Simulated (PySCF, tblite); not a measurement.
**C₅H₁₁N: a rotation path, then NMR shifts on frames, part 1 of 2**

How do NMR shifts of C₅H₁₁N (`CCC[C@@H]1CN1`) change as the atoms move?

Programs: tblite 0.8.0 and PySCF 2.14.0, with density-fitted response routines of our own. Each step states its level of theory. These are calculated values for one molecule in the gas phase, unless marked as measured. Atoms count from 0, in the outputs and in this text.

## Step 1: The starting structure

17 atoms, charge 0, multiplicity 1; geometry from: GFN2-xTB.

Bonds of the start (Å): C0–C1 1.52, C1–C2 1.53, C2–C3 1.51, C3–C4 1.48, C4–N5 1.45, N5–C3 1.45, C0–H6 1.09, C0–H7 1.09, C0–H8 1.09, C1–H9 1.09, C1–H10 1.09, C2–H11 1.09, C2–H12 1.09, C3–H13 1.09, C4–H14 1.08, C4–H15 1.08, N5–H16 1.02.

## Step 2: A band between two rotamers with GFN2-xTB

What the job is given:

```
{"job": {"kind": "neb", "xc": "GFN2-xTB", "basis": "xTB", "atoms": [1, 2, 3, 5], "turn": 120}, "charge": 0, "multiplicity": 1}
C      1.890682     0.210482     0.753998
C      1.361613    -0.771328    -0.284571
C      0.022428    -0.328401    -0.878084
C     -1.085360    -0.312190     0.151077
C     -2.337632     0.433394    -0.104452
N     -1.404486     0.876116     0.909298
H      2.834553    -0.142296     1.163243
H      1.181343     0.321630     1.570202
H      2.059170     1.187820     0.305033
H      2.089161    -0.872123    -1.093188
H      1.238028    -1.754653     0.174697
H     -0.257280    -1.017084    -1.680923
H      0.128180     0.668689    -1.316192
H     -1.161268    -1.224131     0.735781
H     -3.274263     0.050564     0.277142
H     -2.428485     0.994883    -1.027661
H     -0.863383     1.690656     0.633612
```

Method: GFN2-xTB climbing-image nudged elastic band, gas phase.

Command:

```bash
$ OMP_NUM_THREADS=1 python probes_run.py task.json out
```

The driver reads the jobs from task.json and runs them one after another.

The log of the run:

```text
image   E - E0 / eV
  0      -0.0000
  1       0.0202
  2       0.0547
  3       0.0826
  4       0.0902
  5       0.0764
  6       0.0511
  7       0.0285
  8       0.0176
```

Wall time 2 s (1 thread of Arm Neoverse V2, shared host); peak memory 0.19 GiB.

The final band, with the dihedral C1–C2–C3–N5:

```csv
image,dihedral (°),energy (eV),energy (kcal/mol)
0,92,0.000,0.0
1,107,0.020,0.5
2,122,0.055,1.3
3,137,0.083,1.9
4,152,0.090,2.1
5,167,0.076,1.8
6,183,0.051,1.2
7,198,0.029,0.7
8,212,0.018,0.4
```

## Step 3: Nuclear shieldings: image 0, PBE0/pcSseg-1

What the job is given:

```
{"job": {"kind": "nmr", "xc": "PBE0", "basis": "pcSseg-1", "pop": false}, "charge": 0, "multiplicity": 1}
C      1.890700     0.210500     0.754000
C      1.361600    -0.771300    -0.284600
C      0.022400    -0.328400    -0.878100
C     -1.085400    -0.312200     0.151100
C     -2.337600     0.433400    -0.104500
N     -1.404500     0.876100     0.909300
H      2.834600    -0.142300     1.163200
H      1.181300     0.321600     1.570200
H      2.059200     1.187800     0.305000
H      2.089200    -0.872100    -1.093200
H      1.238000    -1.754700     0.174700
H     -0.257300    -1.017100    -1.680900
H      0.128200     0.668700    -1.316200
H     -1.161300    -1.224100     0.735800
H     -3.274300     0.050600     0.277100
H     -2.428500     0.994900    -1.027700
H     -0.863400     1.690700     0.633600
```

With the program's defaults for keys left out, this is: GIAO PBE0/pcSseg-1 NMR shielding, non-relativistic, gas phase.

The log of the run:

```text
coarse grid: 13312 points
cycle   1  E = -251.4488283616  dE =  6.607e-01  |g| = 4.036e-01  |ddm| = 3.459e+00
cycle   2  E = -251.4441984682  dE =  4.630e-03  |g| = 4.440e-01  |ddm| = 7.768e-01
cycle   3  E = -251.4922787114  dE = -4.808e-02  |g| = 5.316e-02  |ddm| = 3.991e-01
cycle   4  E = -251.4927279237  dE = -4.492e-04  |g| = 2.414e-02  |ddm| = 5.138e-02
cycle   5  E = -251.4928484486  dE = -1.205e-04  |g| = 5.752e-03  |ddm| = 2.122e-02
cycle   6  E = -251.4928551139  dE = -6.665e-06  |g| = 1.397e-03  |ddm| = 5.936e-03
final grid: 126128 points
cycle   7  E = -251.5280558677  dE = -4.808e-05  |g| = 9.527e-03  |ddm| = 3.115e-02
cycle   8  E = -251.5280476695  dE =  8.198e-06  |g| = 1.122e-02  |ddm| = 1.775e-02
cycle   9  E = -251.5280790947  dE = -3.143e-05  |g| = 6.677e-04  |ddm| = 9.689e-03
cycle  10  E = -251.5280791855  dE = -9.084e-08  |g| = 2.422e-04  |ddm| = 7.251e-04
cycle  11  E = -251.5280791985  dE = -1.297e-08  |g| = 4.250e-05  |ddm| = 1.925e-04
cycle  12  E = -251.5280791988  dE = -3.062e-10  |g| = 1.916e-05  |ddm| = 4.894e-05
converged SCF energy = -251.5280791988

GIAO shielding tensors (ppm)
atom      isotropic    diamagn.    paramagn.     s11        s22        s33       span
  0 C      171.006     248.460     -77.453    158.640    168.664    185.715     27.075
  1 C      159.209     247.532     -88.323    153.256    154.701    169.671     16.415
  2 C      144.817     247.438    -102.621    128.712    147.021    158.718     30.006
  3 C      155.184     248.058     -92.874    119.101    141.440    205.011     85.910
  4 C      164.509     255.187     -90.678    131.943    154.538    207.046     75.103
  5 N      228.602     318.333     -89.731    143.664    253.198    288.945    145.282
  6 H       30.498      28.743       1.755     25.768     27.623     38.103     12.335
  7 H       30.143      31.541      -1.397     25.081     31.146     34.202      9.121
  8 H       31.111      30.943       0.168     27.425     28.934     36.974      9.549
  9 H       30.062      30.345      -0.282     24.785     28.513     36.889     12.104
 10 H       30.215      31.272      -1.057     25.957     28.807     35.880      9.923
 11 H       29.132      30.914      -1.782     23.434     28.982     34.980     11.547
 12 H       31.559      32.749      -1.190     27.044     31.262     36.371      9.327
 13 H       30.319      31.523      -1.204     23.767     27.926     39.264     15.497
 14 H       30.313      29.767       0.546     23.948     26.448     40.542     16.594
 15 H       30.454      31.627      -1.173     24.681     28.806     37.875     13.195
 16 H       32.234      33.589      -1.355     25.561     28.713     42.429     16.868
```

It took 17 s on 1 thread of Arm Neoverse V2, shared host; peak memory 0.73 GiB.

The references, computed at this level on geometries of the same kind, shield at (ppm): ¹H TMS 31.72, ¹³C TMS 186.9, ¹⁵N NH3 267.7. Their shielding less the atom's gives the shift. The references are single molecules in the gas phase, so shifts against H2O, NH3, PH3, H3PO4 or CFCl3 are not on the usual liquid scales and can be off by tens of ppm. Each atom is listed at this fixed geometry, with no averaging over motion; a spectrum would average atoms that exchange fast.

```csv
atoms,environment,σ (ppm),δ (ppm)
C2,sp3 CH2,144.8,42.1
C3,aziridine ring carbon,155.2,31.7
C1,sp3 CH2,159.2,27.7
C4,aziridine ring carbon,164.5,22.4
C0,methyl carbon,171.0,15.9
H11,hydrogen on an sp3 CH2,29.13,2.58
H9,hydrogen on an sp3 CH2,30.06,1.65
H7,hydrogen on a methyl carbon,30.14,1.57
H10,hydrogen on an sp3 CH2,30.21,1.50
H14,hydrogen on an aziridine ring carbon,30.31,1.40
H13,hydrogen on an aziridine ring carbon,30.32,1.40
H15,hydrogen on an aziridine ring carbon,30.45,1.26
H6,hydrogen on a methyl carbon,30.50,1.22
H8,hydrogen on a methyl carbon,31.11,0.61
H12,hydrogen on an sp3 CH2,31.56,0.16
H16,hydrogen on an amine nitrogen,32.23,-0.52
N5,amine nitrogen,228.6,39.1
```

Ring of atoms C3, C4, N5: NICS(0) -45.6, NICS(1) -7.2, NICS(1)zz -22.2 ppm (means of both faces).

In rings of three or four atoms NICS is ruled by the nearby σ bonds, so it says little on aromaticity.

Orbitals, density, ELF and potential are computed afterwards from the orbital file.

Frontier orbitals at PBE0/pcSseg-1, with the share of their density that lies nearest to each atom:

```csv
orbital,energy (eV),lies on
HOMO,-6.81,"N5 57 %; C3, C4 about 10 % each; H16 7 %"
LUMO,1.46,H16 23 %; H12 18 %; H8 13 %
```

ELF in a plane through or near 5 of the atoms.

Values, 10 rows by 14 columns:
```
0.00 0.00 0.00 0.00 0.00 0.00 0.00 0.00 0.00 0.00 0.00 0.00 0.00 0.00
0.00 0.00 0.00 0.00 0.00 0.00 0.00 0.00 0.00 0.00 0.00 0.00 0.00 0.00
0.00 0.00 0.00 0.01 0.03 0.16 0.03 0.01 0.19 0.35 0.03 0.00 0.00 0.00
0.00 0.00 0.28 0.90 0.43 0.92 0.60 0.07 0.75 0.81 0.20 0.02 0.00 0.00
0.00 0.00 0.73 1.00 0.60 0.40 0.12 0.17 0.79 0.83 0.63 0.66 0.06 0.00
0.00 0.00 0.01 0.07 0.44 0.38 0.69 0.80 0.33 0.89 0.57 0.76 0.08 0.00
0.00 0.00 0.00 0.16 0.84 0.42 0.77 0.53 0.34 0.41 0.19 0.04 0.00 0.00
0.00 0.00 0.00 0.09 0.54 0.10 0.30 0.99 0.72 0.00 0.00 0.00 0.00 0.00
0.00 0.00 0.00 0.00 0.00 0.00 0.05 0.62 0.16 0.00 0.00 0.00 0.00 0.00
0.00 0.00 0.00 0.00 0.00 0.00 0.00 0.00 0.00 0.00 0.00 0.00 0.00 0.00
```
The map spans 11.6 Å across and 9.1 Å up, centred on the molecule. Atoms in the plane (x, y in Å): C0 (-1.9, 0.8), C1 (-1.4, -0.7), C4 (2.4, 0.1), N5 (1.4, 1.2), H6 (-2.9, 0.9).

On the surface of density 0.002 e/bohr³ the electrostatic potential runs, from the 1st to the 99th percentile, from -1.87 V near N5 to 1.23 V near H16.

## Step 4: Nuclear shieldings: image 2, PBE0/pcSseg-1

What the job is given:

```
{"job": {"kind": "nmr", "xc": "PBE0", "basis": "pcSseg-1", "pop": false}, "charge": 0, "multiplicity": 1}
C      2.015500     0.007300     0.809700
C      1.349700    -0.774600    -0.316700
C      0.065600    -0.113400    -0.818900
C     -1.021000    -0.089700     0.239200
C     -2.420300     0.237000    -0.116800
N     -1.629600     1.141300     0.689900
H      2.902200    -0.516400     1.160300
H      1.335400     0.131700     1.648500
H      2.315100     0.994400     0.464600
H      2.044800    -0.868900    -1.154200
H      1.114300    -1.783700     0.029800
H     -0.296000    -0.666700    -1.691000
H      0.285700     0.907900    -1.145500
H     -0.876900    -0.807600     1.040200
H     -3.231000    -0.247500     0.410600
H     -2.648400     0.497200    -1.144500
H     -1.312200     1.963700     0.183700
```

With the program's defaults for keys left out, this is: GIAO PBE0/pcSseg-1 NMR shielding, non-relativistic, gas phase.

The log of the run:

```text
coarse grid: 13312 points
cycle   1  E = -251.4450039632  dE =  6.584e-01  |g| = 4.051e-01  |ddm| = 3.457e+00
cycle   2  E = -251.4404796151  dE =  4.524e-03  |g| = 4.449e-01  |ddm| = 7.749e-01
cycle   3  E = -251.4887579450  dE = -4.828e-02  |g| = 4.988e-02  |ddm| = 3.946e-01
cycle   4  E = -251.4891394170  dE = -3.815e-04  |g| = 2.387e-02  |ddm| = 4.833e-02
cycle   5  E = -251.4892575324  dE = -1.181e-04  |g| = 5.443e-03  |ddm| = 2.059e-02
cycle   6  E = -251.4892635132  dE = -5.981e-06  |g| = 1.360e-03  |ddm| = 5.494e-03
final grid: 126128 points
cycle   7  E = -251.5243792686  dE = -5.121e-05  |g| = 9.317e-03  |ddm| = 3.583e-02
cycle   8  E = -251.5243719072  dE =  7.361e-06  |g| = 1.085e-02  |ddm| = 1.740e-02
cycle   9  E = -251.5244015531  dE = -2.965e-05  |g| = 6.192e-04  |ddm| = 9.396e-03
cycle  10  E = -251.5244016306  dE = -7.758e-08  |g| = 2.458e-04  |ddm| = 7.635e-04
cycle  11  E = -251.5244016444  dE = -1.375e-08  |g| = 3.765e-05  |ddm| = 1.925e-04
cycle  12  E = -251.5244016447  dE = -3.010e-10  |g| = 1.115e-05  |ddm| = 4.524e-05
converged SCF energy = -251.5244016447

GIAO shielding tensors (ppm)
atom      isotropic    diamagn.    paramagn.     s11        s22        s33       span
  0 C      171.885     247.691     -75.806    157.980    171.220    186.454     28.475
  1 C      159.698     247.016     -87.318    153.328    156.097    169.668     16.340
  2 C      146.775     247.783    -101.007    128.111    148.501    163.713     35.602
  3 C      156.054     246.550     -90.496    118.980    143.346    205.837     86.856
  4 C      161.720     254.746     -93.026    129.099    152.484    203.579     74.480
  5 N      220.856     318.404     -97.547    130.533    243.339    288.697    158.164
  6 H       30.515      28.417       2.098     25.790     27.645     38.109     12.320
  7 H       30.207      31.025      -0.818     25.581     30.528     34.513      8.932
  8 H       30.934      30.382       0.552     27.089     28.599     37.113     10.024
  9 H       30.102      30.253      -0.151     24.841     28.612     36.854     12.013
 10 H       30.295      31.176      -0.881     25.692     29.137     36.055     10.363
 11 H       29.181      31.556      -2.375     22.893     30.036     34.615     11.722
 12 H       31.139      32.957      -1.818     26.825     30.959     35.631      8.806
 13 H       30.484      31.808      -1.324     23.678     29.256     38.517     14.839
 14 H       30.228      29.850       0.378     23.976     26.452     40.256     16.280
 15 H       30.306      31.595      -1.290     24.885     28.599     37.433     12.547
 16 H       32.462      33.220      -0.758     26.271     28.338     42.778     16.508
```

Run time: 12 s. Hardware: 1 thread of Arm Neoverse V2, shared host; peak memory 0.79 GiB.

In short: δ C2 40.1, C3 30.9, C1 27.2, C4 25.2, H11 2.54, H9 1.61 ppm.

(Continued in part 2 of 2.)
